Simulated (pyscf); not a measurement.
H₃C–S–CH₃ (SMILES CSC) + H₂ (SMILES [H][H]) → CH₄ (SMILES C) + H₃C–SH (SMILES CS), a four-centre exchange (singlet surface; C–S, H–H broken, C–H, H–S formed). Single points on ωB97X-D3(BJ)/def2-SVP structures (PySCF, gas phase). Energies in eV from the separated reactants.

Small-basis levels: PySCF, no dispersion term, spherical d functions. AM1 to PM7: differences of heats of formation from MOPAC, which are fitted to 298 K values and so differ in kind from electronic energies by zero-point and thermal terms. Cost: rough CPU time at the saddle relative to B3LYP/6-31G*, from one job on a shared machine.

```csv
level,barrier,reaction energy,cost
HF/3-21G,4.65,-0.93,0.05
MP2/6-31G*,4.56,-0.55,0.09
BP86/6-31G*,3.49,-0.68,1
PBE/6-31G*,3.50,-0.66,1
B3LYP/STO-3G,5.14,-0.46,0.5
B3LYP/6-31G*,3.87,-0.75,1
M06-2X/6-31G*,4.18,-0.65,3
PBE/def2-SVP,3.33,-0.76,2
PM6,3.88,+0.67,under 0.02
ωB97M-D3(BJ)/def2-TZVP,4.07,-0.75,–
```

Against the last row the barrier runs from -0.74 (PBE/def2-SVP) to +1.07 eV (B3LYP/STO-3G). ωB97M-D3(BJ)/def2-TZVP has limits of its own. From the product side, CH₃• + SH• + CH₄ lies, by one bond made or cut, 1.35 eV under this saddle at ωB97M-D3(BJ)/def2-TZVP. The same reactants have a lower exit, to CH₃• + H₃C–S• + H₂ (no saddle counted: cutting one bond costs +3.41 eV at ωB97M-D3(BJ)/def2-TZVP, against +4.07 eV here). This is the saddle that the search found; another between the same sides may lie lower.
